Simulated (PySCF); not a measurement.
## Working out the ionisation energy of Ar

Ar [Ar] (1S) → Ar⁺ [Ne] 3s2 3p5 (2P). Calculation: PySCF 2.14, in def2-TZVP; the non-relativistic Hamiltonian (point nucleus). Frozen: [Ne]. Energies in hartree (1 hartree = 27.21139 eV):

| part | Ar (lower) | Ar⁺ (upper) |
| --- | --- | --- |
| UHF | -526.802760 | -526.267211 |
| CCSD correlation | -0.222299 | -0.188307 |
| (T) | -0.006757 | -0.005278 |

Task: What does Hartree-Fock give?

Result: (-526.267211) − (-526.802760) = 0.535549 hartree = 14.573 eV.

Task: What do CCSD and CCSD(T) give?

Result: The CCSD correlation energies differ by 0.033992 hartree = 0.925 eV and the triples by 0.001479 hartree = 0.040 eV, so CCSD gives 15.498 eV and CCSD(T) 15.538 eV.

Measured between the centres of the two terms (NIST): 15.819 eV, so CCSD(T) (valence) is off by -0.281 eV.

What remains against the reference includes basis incompleteness, the frozen core and higher excitations.
